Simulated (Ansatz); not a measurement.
# BClH3N, SMILES NBCl: vertical and adiabatic energies of changing the electron count

Computed with the Ansatz DFT code, driven from Python.

At the Python prompt:
```pycon
>>> import itertools
>>> import ansatz as az
>>> from ase import Atoms
>>> from ase.data import atomic_numbers, covalent_radii
>>> import numpy as np
>>> atoms = Atoms(["N", "B", "Cl", "H", "H", "H"], positions=[
...     (-0.7061, -0.0559, -0.5348),
...     (0.3324, -0.1389, 0.5053),
...     (0.4766, 1.156, 1.7972),
...     (-0.5807, -0.8133, -1.1986),
...     (-0.5421, 0.8412, -1.1196),
...     (1.0621, -1.0531, 0.5044),
... ])
>>> molecule = az.Crystal.molecule_from_ase(atoms)
>>> base = (
...     molecule.calculation()
...     .basis(gaussian="6-31G*")
...     .functional("r2SCAN")
... )
>>> symbols = [site.symbol for site in molecule.cartesian_sites]
>>> start = np.array([site.position_ang for site in molecule.cartesian_sites], dtype=float)
>>> data = base.relax(force_tolerance=0.01, max_steps=100).run(threads=1).report
>>> end = np.array(data["positions_ang"])
>>> minimum = az.Crystal.molecule()
>>> for symbol, place in zip(symbols, end):
...     minimum = minimum.atom(symbol, place.tolist())
...
>>> ion = minimum.calculation()
>>> ion = ion.basis(gaussian="6-31G*").functional("r2SCAN")
>>> ion = ion.charge(1).spin("collinear", total=1)
>>> vertical = ion.run(threads=1).report
>>> settled = ion.relax(force_tolerance=0.01, max_steps=80).run(threads=1).report
>>> print(f"vertical ionisation energy   {vertical['free_energy_ev'] - data['free_energy_ev']:.3f} eV")
vertical ionisation energy   10.547 eV
>>> print(f"adiabatic, no zero point     {settled['free_energy_ev'] - data['free_energy_ev']:.3f} eV")
adiabatic, no zero point     10.373 eV
>>> print(f"relaxation energy of the ion {vertical['free_energy_ev'] - settled['free_energy_ev']:.3f} eV")
relaxation energy of the ion 0.173 eV
>>> ionised = np.array(settled["positions_ang"])
>>> # pairs closer than 1.2 times the sum of covalent radii, before or after
>>> radius = [covalent_radii[atomic_numbers[s]] for s in symbols]
>>> span = lambda where, i, j: np.linalg.norm(where[i] - where[j])
>>> bonded = [(i, j) for i, j in itertools.combinations(range(len(symbols)), 2) if min(span(end, i, j), span(ionised, i, j)) < 1.2 * (radius[i] + radius[j])]
>>> print("pair        before    after (A)")
pair        before    after (A)
>>> for i, j in bonded:
...     print(f"{symbols[i]}{i}-{symbols[j]}{j}".ljust(10), f"{span(end, i, j):8.4f} {span(ionised, i, j):8.4f}")
...
N0-B1        1.3896   1.4929
N0-H3        1.0104   1.0274
N0-H4        1.0118   1.0280
B1-Cl2       1.7798   1.7184
B1-H5        1.1932   1.1811
```

Caveats:
- These settings explore the input space; basis and method may be short of convergence.
- The energies are electronic: no zero-point or thermal terms, and the basis set is short of its limit. The product may relax into another structure. Each relaxation finds its nearest minimum, which needn't be the lowest.
- Hardware and time: 81 s on 1 thread of Arm Neoverse V1, on a shared host, peak memory 0.25 GiB.
